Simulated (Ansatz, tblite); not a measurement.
# The cluster Be2Te+: a ladder of methods and basis sets

How do method and basis change the picture of the cluster Be2Te+ (doublet)?

The runs use Ansatz 0.2.0, Gaussian basis; as each input shows.

Plan: GFN1-xTB, GFN2-xTB, PBE-D4/def2-TZVP, r2SCAN-D4/def2-TZVP, BLYP-D4/def2-TZVP, BHLYP-D4/def2-TZVP, revPBE-D4/def2-TZVP, B2PLYP/def2-TZVP, LC-ωPBE/def2-TZVP, LC-ωPBE(0.10)/def2-TZVP, LC-ωPBE(0.15)/def2-TZVP, LC-ωPBE(0.20)/def2-TZVP, LC-ωPBE(0.30)/def2-TZVP, PBE-D4/def2-SVP, PBE0-D4/def2-SVP, CCSD(T)/def2-TZVPP, MP2/def2-TZVP, RPA/def2-TZVP.

5 further runs of the same task are left out: 5 set aside as unsound or not needed.

### Step 1. The geometry

The geometry is that of the doublet, from an earlier relaxation (PBE-D4/def2-TZVP). At that level it is the lowest of the isomers that a small search found.

3 atoms, charge 1, spin multiplicity 2.

Bond lengths: Be1–Te3 2.237 Å, Be2–Te3 2.237 Å. Angles: Be1–Te3–Be2 55.6°.

As a file:

```xyz
3

Be    0.6769   -0.5228    0.8894
Be   -0.0305    1.2334    0.0151
Te   -0.6464   -0.7107   -0.9045
```

Te takes a core potential in the def2 sets. No spin-orbit coupling is included. The ion is computed in the gas phase, without counter-ions or solvent.

PBE0-D4/def2-TZVP was run before; its log isn't repeated, and its numbers join the tables.

### Step 2. GFN1-xTB

Tight binding, by tblite at 300 K electronic temperature and without a spin-polarisation term:

```python
tblite.interface.Calculator('GFN1-xTB', numbers, positions, charge=1, uhf=1).singlepoint()
```

Energy -131.5145 eV; 0.001 s.

### Step 3. GFN2-xTB

Tight binding, by tblite at 300 K electronic temperature and without a spin-polarisation term:

```python
tblite.interface.Calculator('GFN2-xTB', numbers, positions, charge=1, uhf=1).singlepoint()
```

Energy -108.4551 eV; 0.002 s.

### Step 4. PBE-D4/def2-TZVP

start.molden holds the orbitals of an earlier run on this state, given as this run's starting guess.

The input, in.yaml:

```yaml
crystal:
  periodic: [false, false, false]
  atoms:
    - {symbol: Be, position_ang: [0.676930, -0.522768, 0.889382]}
    - {symbol: Be, position_ang: [-0.030543, 1.233435, 0.015070]}
    - {symbol: Te, position_ang: [-0.646387, -0.710667, -0.904452]}
basis:
  gaussian: {orbitals: def2-TZVP, initial_orbitals: start.molden}
total_charge: 1
magnetization: {spin_polarized: true, initial_magnetization: 1}
hamiltonian: {xc: pbe, dispersion: d4}
scf: {omitted_lower_state_checks: [starts]}
output: {orbitals: {seedname: orbitals}}
```

On the command line:

```bash
ansatz run in.yaml --threads 4 --pin off --events-out ev --progress --plain --max-ram 3916MiB
```

The runs that follow: r2SCAN-D4/def2-TZVP; BLYP-D4/def2-TZVP; BHLYP-D4/def2-TZVP; revPBE-D4/def2-TZVP; B2PLYP/def2-TZVP; LC-ωPBE/def2-TZVP; LC-ωPBE(0.10)/def2-TZVP; LC-ωPBE(0.15)/def2-TZVP; LC-ωPBE(0.20)/def2-TZVP; LC-ωPBE(0.30)/def2-TZVP; PBE-D4/def2-SVP; PBE0-D4/def2-SVP; CCSD(T)/def2-TZVPP; MP2/def2-TZVP; RPA/def2-TZVP.

Before running them: what should the planned runs give, taken together? Wanted: gap in def2-TZVP, named functionals, smallest and largest; gap over the ω; correlation energy, CCSD(T)/def2-TZVPP; correlation energy, MP2/def2-TZVP; ⟨S²⟩ in def2-TZVP, named functionals, smallest and largest; PBE0 total energy, smallest basis above largest.

**Answer**, as computed:

```
                                                  quantity                                 value
 gap in def2-TZVP, named functionals, smallest and largest  1.17 eV (BLYP-D4), 7.53 eV (LC-ωPBE)
                                   gap over the ω (1/bohr)        4.19 eV at 0.1, 7.53 eV at 0.4
                    correlation energy, CCSD(T)/def2-TZVPP                             -15.31 eV
                         correlation energy, MP2/def2-TZVP                             -15.21 eV
⟨S²⟩ in def2-TZVP, named functionals, smallest and largest                          0.753, 0.757
           PBE0 total energy, smallest basis above largest         1.20 eV (def2-SVP, def2-TZVP)
```

Over the named functionals in def2-TZVP the gap runs from 1.17 eV (BLYP-D4) to 7.53 eV (LC-ωPBE); exact exchange widens it. Raising the ω (1/bohr) from 0.1 to 0.4 moves the HOMO by -1.87 eV and the LUMO by +1.47 eV. Over the named functionals in def2-TZVP spin contamination reaches 0.01 (LC-ωPBE), which is small.
